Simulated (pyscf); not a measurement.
H₂N–Si•(Cl)–Cl + HCl -> H₂N–Si(Cl)(Cl)–Cl + H• (atom transfer; doublet surface; Cl–H broken, Cl–Si formed). Optimised with ωB97X-D3(BJ)/def2-SVP in PySCF. Energies in eV from the separated reactants.

```json
[
 {"level": "ωB97X-D3(BJ)/def2-TZVP", "barrier": "(withheld)", "reaction energy": "-0.41"},
 {"level": "PBE/def2-TZVP", "barrier": "0.36", "reaction energy": "-0.09"},
 {"level": "r²SCAN/def2-TZVP", "barrier": "0.40", "reaction energy": "-0.17"},
 {"level": "B3LYP-D3(BJ)/def2-TZVP", "barrier": "(withheld)", "reaction energy": "(withheld)"},
 {"level": "M06-2X/def2-TZVP", "barrier": "0.65", "reaction energy": "-0.27"},
 {"level": "ωB97M-D3(BJ)/def2-TZVP", "barrier": "0.62", "reaction energy": "-0.33"}
]
```

**Question.** What belongs in the gaps?

**Answer.** 
- ωB97X-D3(BJ)/def2-TZVP, barrier: 0.61
- B3LYP-D3(BJ)/def2-TZVP, barrier: 0.49
- B3LYP-D3(BJ)/def2-TZVP, reaction energy: -0.11

The functionals in the table span 0.28 eV in this barrier, from PBE to M06-2X. This is the saddle that the search found; another between the same sides may lie lower. The angle at the transferred Cl is 178°.
